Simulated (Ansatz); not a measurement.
## Basis-set limit of NH$_{2}$Cl, triplet

```yaml
atoms:
  - { symbol: Cl, position_ang: [-1.9903, 0.2511, 0.0000] }
  - { symbol: H, position_ang: [-0.2443, 0.2511, 0.0000] }
  - { symbol: N, position_ang: [0.9827, 0.2511, 0.0000] }
  - { symbol: H, position_ang: [1.2518, -0.7532, 0.0000] }
```

Connectivity, by distances: Cl ··· NH2.

Ansatz 0.2.0, UHF determinant, valence electrons correlated. Energies in eV.

```csv
set,X,functions,Hartree–Fock,MP2 correlation,CCSD(T) correlation,time
def2-TZVPP,3,101,-14014.7976,-9.7117,-11.2784,"9 s on 1 × NVIDIA H100 80GB HBM3 with 1 thread of AMD EPYC 7R13 Processor (Zen 3), with other jobs on the host"
def2-QZVPP,4,187,-14015.2134,-10.5884,-12.1438,"10 s on 1 × NVIDIA H100 80GB HBM3 with 1 thread of AMD EPYC 7R13 Processor (Zen 3), with other jobs on the host"
```

Hartree–Fock is taken to follow E(X) = E∞ + A·exp(−7.88·√X), correlation E(X) = E∞ + B·X^−2.97.

Cautions: lower spins were not checked.

Problem. Work out the CCSD(T) energy at the limit, and how far the shortcut misses it that extrapolates MP2 and adds CCSD(T) minus MP2 from the smaller set.

Solution. Hartree–Fock: E∞ = E4 + 0.1377·(E4 − E3) = -14015.2706. Correlation: E∞ = E4 + 0.7407·(E4 − E3) = -12.7848 for CCSD(T) and -11.2378 for MP2. The limit is -14028.0554 eV, 0.698 eV below def2-QZVPP. The shortcut gives a correlation energy of -11.2378 + (-1.5666) = -12.8045, 20 meV lower than the direct value.

Past Ne part of the Hartree–Fock step between the two sets comes from the cores, which don't follow the formula, so the 57 meV that it adds to the total can overshoot; that part largely cancels in differences.
